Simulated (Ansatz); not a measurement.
**SO₂ (triplet): the correlation ladder, def2-TZVPP**

One table from this session's results is given with a row withheld; the runs are named, their logs left out.

Method: def2-TZVPP, core rule «outside noble gas», up to 7 orbitals frozen; program: Ansatz 0.2.0, Gaussian basis.

To be run: UHF; ROHF; CCSD(T) on UHF.

2 further runs of the same task are left out: 2 set aside as unsound or not needed.

**The system**

The geometry is a PBE0/def2-TZVP stationary point (not a proven minimum) of the parent state, kept for this charge and spin.

3 atoms, charge 0, spin multiplicity 3.

Atoms are counted from 1 here; the program's logs count them from 0.

Bond lengths: O1–S2 1.431 Å, S2–O3 1.431 Å. Angles: O1–S2–O3 118.9°.

Coordinates:

```xyz
3

O     0.0000   -0.3641    1.2326
S     0.0000    0.3634    0.0000
O     0.0000   -0.3641   -1.2326
```

The first run:

The input, in.yaml:

```yaml
crystal:
  periodic: [false, false, false]
  atoms:
    - {symbol: O, position_ang: [0.000000, -0.364139, 1.232554]}
    - {symbol: S, position_ang: [0.000000, 0.363388, 0.000000]}
    - {symbol: O, position_ang: [0.000000, -0.364139, -1.232554]}
basis:
  gaussian: {orbitals: def2-TZVPP}
magnetization: {spin_polarized: true, initial_magnetization: 2}
hamiltonian: {xc: hf}
output: {orbitals: {seedname: orbitals}}
```

Run with:

```console
> ansatz run in.yaml --threads 1 --pin off --events-out ev --progress --plain --max-ram 4096MiB --backend cpu
```

Among the steps run: UHF; ROHF; CCSD(T) on UHF.

One of the session's tables, all rows but one given; the rest of the session is left out.

It belongs to the step «Misses and costs». 

```
  method  from UCCSD(T) (meV)
    ROHF             +18090.3
     UHF             +17592.9
    UMP2                    ?
   UCCSD               +815.4
UCCSD(T)                    0
```

**Question.** Estimate the row for UMP2.

As computed: from UCCSD(T) (meV): +1047.4. In the column «from UCCSD(T) (meV)» it lies between UCCSD (+815.4) and UHF (+17592.9).

To keep in mind: Warnings: coupled cluster took another determinant than the lowest.
